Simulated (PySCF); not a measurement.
Coordinates in bohr (charge 0 multiplicity 2):
```
S     0.0000    0.0000    0.3909
O     3.1665   -0.5277   -0.1383
O    -1.1263    3.0062   -0.1383
O    -2.0403   -2.4784   -0.1383
H     3.5001   -0.5833   -1.9327
H    -1.2449    3.3229   -1.9327
H    -2.2552   -2.7396   -1.9327
```

Computed with UPBE0 in PySCF with S def2-TZVP, O def2-TZVP, H def2-TZVP; no relativity; density-fitted integrals.

This geometry of S(OH)3 is a stationary point at this level.

Problem. What is the point group?

Solution. C3v.

Problem. Is it a minimum?

Solution. No: it has 2 imaginary modes (one degenerate set), at 160i cm⁻¹ (e).

Problem. Which band is strongest in the infrared?

Solution. 574 cm⁻¹ (e), 940 km/mol.

Problem. What are the dipole moment and the gap between the highest occupied and lowest empty levels of either spin?

Solution. 4.41 D and 3.86 eV.

This need not be the most stable arrangement of these atoms.
